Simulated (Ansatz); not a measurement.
SiH2 (SMILES [SiH2], charge +1) moved off its minimum; all values from Ansatz (a first-principles code), cores frozen in correlated methods. Open shells are unrestricted.
(charge 1, multiplicity 2)
```xyz
3

Si    -0.03415     0.08834     0.01697
H     -1.27653    -0.65386    -0.06491
H      1.30024    -0.61178    -0.04219
```

**Question.** Give the forces (eV/Å), the total energy and the dipole at CCSD(T)/aug-cc-pV(T+d)Z.

**Answer.** 
```json
[
 {"atom": "Si1", "Fx": "0.926", "Fy": "0.221", "Fz": "0.028"},
 {"atom": "H2", "Fx": "-0.533", "Fy": "-0.375", "Fz": "-0.041"},
 {"atom": "H3", "Fx": "-0.392", "Fy": "0.154", "Fz": "0.012"}
]
```
Energy -289.8408 hartree.
